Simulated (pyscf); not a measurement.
This saddle point was located with ωB97X-D3(BJ)/def2-SVP in PySCF.

```xyz
11

F      0.9842    -1.2515    -0.3246
W     -0.5907    -0.2562    -0.3569
F     -1.3775    -1.9153    -0.7204
F     -1.4039     0.1360    -2.0045
F     -1.1280    -0.4794     1.4362
H      0.6273     0.7515     0.6497
H      0.4742     0.7700    -1.1654
N     -1.4234     1.5672     0.0775
H     -0.0644     1.3860     0.5122
H     -1.8466     1.7706     0.9794
H     -1.6370     2.2448    -0.6499
```
Charge 0, spin multiplicity 1.

Surface: singlet, charge 0. Lowest wavenumbers (cm⁻¹): 1171i, 129, 152, 253, 276.

Which two sides does it connect, and which bonds change?

`[F][WH2]([F])([F])[F]` + `[NH3]` ⇌ `[NH2][WH]([F])([F])([F])[F]` + `[H][H]`, a four-centre exchange read from left to right: H–W, H–N broken and N–W, H–H formed. At ωB97M-D3(BJ)/def2-TZVP it lies +0.66 eV from the left side and +1.28 eV from the right (each side as separated species at their lowest minima found). On the reactant side the descent ends in an adduct with a N–W contact, 0.97 eV under the separated species and 1.55 eV under the saddle at ωB97X-D3(BJ)/def2-TZVP. What is counted as formed (N–W) is already present as a longer contact in the reactant adduct; forming that adduct is a step of its own. At the saddle there is also a short H–W contact that neither side keeps. One saddle was located; it need not be the lowest between these sides. Elements past Kr carry the def2 core potentials, without spin-orbit coupling.
